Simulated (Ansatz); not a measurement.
The inner images of a band of BH4N + H2 (8 atoms, charge 0, multiplicity 1) are given out of order.

Computed with Ansatz, RKS LDA/def2-SVP.

First end point:

```xyz
8
Properties=species:S:1:pos:R:3
B 0.040 -0.317 0.378
N 0.058 -0.446 1.756
H -0.784 -0.607 2.315
H 0.913 -0.385 2.314
H 1.091 -0.124 -0.212
H -1.025 -0.407 -0.210
H -0.364 2.778 0.375
H -0.269 2.064 0.686
```

Last end point:

```xyz
8
Properties=species:S:1:pos:R:3
B 0.042 0.386 0.119
N -0.125 0.255 1.710
H -0.413 -0.700 1.977
H 0.762 0.463 2.196
H 0.917 -0.421 -0.203
H -1.057 0.109 -0.366
H 0.374 1.554 -0.097
H -0.840 0.910 2.065
```

**Question.** Put them in order from the first end to the last, with their energies above the first end.
A.
```xyz
8
Properties=species:S:1:pos:R:3
B -0.009 0.067 0.378
N 0.022 -0.175 1.783
H -0.813 -0.418 2.313
H 0.894 -0.207 2.308
H 1.043 0.123 -0.244
H -1.038 -0.152 -0.247
H -0.236 1.778 0.166
H -0.202 1.541 0.943
```
B.
```xyz
8
Properties=species:S:1:pos:R:3
B 0.030 0.380 0.113
N -0.113 0.258 1.718
H -0.648 -0.582 1.986
H 0.811 0.200 2.174
H 1.032 -0.267 -0.199
H -1.002 -0.094 -0.366
H 0.152 1.581 -0.133
H -0.603 1.078 2.108
```
C.
```xyz
8
Properties=species:S:1:pos:R:3
B 0.013 -0.095 0.388
N 0.044 -0.339 1.760
H -0.798 -0.508 2.313
H 0.902 -0.288 2.312
H 1.056 0.099 -0.216
H -1.045 -0.178 -0.217
H -0.277 2.076 0.166
H -0.235 1.789 0.895
```
D.
```xyz
8
Properties=species:S:1:pos:R:3
B 0.026 -0.206 0.387
N 0.054 -0.412 1.758
H -0.786 -0.591 2.314
H 0.913 -0.370 2.313
H 1.073 0.007 -0.203
H -1.041 -0.268 -0.202
H -0.324 2.446 0.214
H -0.255 1.951 0.819
```
E.
```xyz
8
Properties=species:S:1:pos:R:3
B -0.031 0.221 0.292
N -0.009 0.076 1.829
H -0.813 -0.371 2.277
H 0.877 -0.172 2.274
H 1.047 0.081 -0.267
H -1.034 -0.192 -0.271
H -0.209 1.591 0.155
H -0.169 1.321 1.112
```
F.
```xyz
8
Properties=species:S:1:pos:R:3
B 0.002 0.364 0.106
N -0.082 0.255 1.728
H -0.820 -0.393 2.043
H 0.808 -0.054 2.148
H 1.093 -0.093 -0.234
H -0.946 -0.280 -0.347
H -0.095 1.567 -0.145
H -0.300 1.189 2.102
```
G.
```xyz
8
Properties=species:S:1:pos:R:3
B -0.029 0.313 0.139
N -0.037 0.161 1.770
H -0.839 -0.318 2.202
H 0.841 -0.119 2.229
H 1.079 0.022 -0.286
H -1.002 -0.257 -0.329
H -0.192 1.558 0.051
H -0.160 1.195 1.625
```

**Answer.** D (+0.6 kcal/mol), C (+3.4 kcal/mol), A (+12.0 kcal/mol), E (+22.3 kcal/mol), G (+3.6 kcal/mol), F (-6.2 kcal/mol), B (-7.7 kcal/mol).

Time of the run: 50 s on 1 thread of Arm Neoverse V2, with other jobs on the host, peak memory 0.1 GiB.
